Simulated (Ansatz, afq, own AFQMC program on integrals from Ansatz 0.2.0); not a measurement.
Integrals from Ansatz 0.2.0, then the random walk in our own AFQMC program (afq).

```yaml
crystal:
  periodic: [false, false, false]
  atoms:
    - {symbol: Si, position_ang: [0.000000, 0.000000, 0.000000]}
    - {symbol: C, position_ang: [0.000000, 0.000000, 1.327000]}
basis:
  gaussian: {orbitals: 6-31G}
magnetization: {spin_polarized: false}
correlation: {method: ccsd_t, electrons: outside_noble_gas, hamiltonian_folder: ham}
```

```sh
$ ansatz run in.yaml --threads 1 --pin off --events-out ev --progress --plain --max-ram 1382MiB
```

Options of the walk:

```
--method phaseless --trial hf --walkers 400 --populations 1 --least-time 40 --time-step 0.005 --steps-per-block 20 --equilibration-blocks 112 --max-blocks 600 --target-error 0.00102 --factor-cut 1e-05 --seed 7678 --taylor-order 6
```

Times are imaginary, in 1/Eh. The walk had a cap of 269 s.

afq prints:

```
orbitals 16  electrons 4 4  factors 96 of 270
reference energy -326.32057211 Eh
CCSD correlation -0.17791265 Eh in 14 cycles, weight of the determinant in the CISD state 0.7066
energy of the start -326.320572 Eh
 block  time / (1/Eh)  mean weight  energy / Eh
     1     0.100  1.0007  -326.342010
     2     0.200  1.0010  -326.356164
     3     0.300  1.0006  -326.370198
     4     0.400  1.0009  -326.383821
     5     0.500  0.9997  -326.397592
     7     0.700  1.0000  -326.414172
     9     0.900  1.0003  -326.427223
    18     1.800  0.9997  -326.445650
    52     5.200  1.0001  -326.471715
    86     8.600  1.0007  -326.509663
   120    12.000  0.9994  -326.470692
   154    15.400  1.0005  -326.487970
   188    18.800  0.9989  -326.498103
   222    22.200  0.9994  -326.505380
   256    25.600  1.0002  -326.499907
   290    29.000  1.0004  -326.507261
   324    32.400  0.9993  -326.487991
   358    35.800  1.0002  -326.506433
   392    39.200  1.0012  -326.488254
   426    42.600  1.0005  -326.489473
   460    46.000  1.0010  -326.496298
   494    49.400  1.0005  -326.492612
   528    52.800  0.9999  -326.536906
   562    56.200  0.9999  -326.504973
   596    59.600  1.0001  -326.498794
   630    63.000  1.0005  -326.548400
   664    66.400  0.9989  -326.516246
   698    69.800  1.0005  -326.518544
blocks merged  error / Eh  count
     1  0.000857  600
     2  0.001128  300
     4  0.001498  150
     8  0.001875  75
    16  0.002397  37
    32  0.002731  18
    64  0.003265  9
energy -326.502964 +/- 0.002731 Eh
(rows thinned)
```

The run passed its tests (sampling time, drift between the halves within three errors, error under three times the target), which doesn't prove that it has relaxed. The second half of the sampling lies below the first by 2.0 errors of their difference, so the energy may still be moving and its error bar be too small.

Against this walk (error 74.3 meV) on the same determinant: CCSD(T) 295.9 meV lower, CCSDT(Q) 307.9 meV lower, CCSDTQ 283.7 meV lower, full CI 291.7 meV lower, a separate phaseless walk with a CISD trial and standard settings 190.9 ± 77.6 meV lower. The error is statistical and leaves out the bias of the constraint. Full CI is exact here, so the walk's 292 meV above it is the walk's own error: the bias of the constraint with this trial, or a walk that hasn't relaxed. The determinant is a poor start (see the cautions), so the low cluster orders aren't to be relied on, and full CI is the sure value.

Cautions: constraint bias not in the error; error above the target (74.3 against 27.8 meV); restricted determinant unstable towards unrestricted (UHF 1.28 eV lower, ⟨S²⟩ 1.49); strong correlation (T1 0.108, weight of the determinant 0.71, largest double 0.23); (T) is large, 9 % of the CCSD correlation.

The walk took 4.1 min on 1 thread of Intel(R) Xeon(R) Processor @ 2.50GHz (Skylake/Cascade Lake), on a shared host. The log's last line is the phaseless energy.

CCSDT and higher add their correlation energy to the determinant of the CCSD(T) run, since their own runs factorise the integrals more tightly (a shift of under 2 meV). A walk keeps the symmetry of its determinant, which the program's search chose and which needn't be the lowest solution, so a lower state of the same spin and another symmetry isn't excluded.
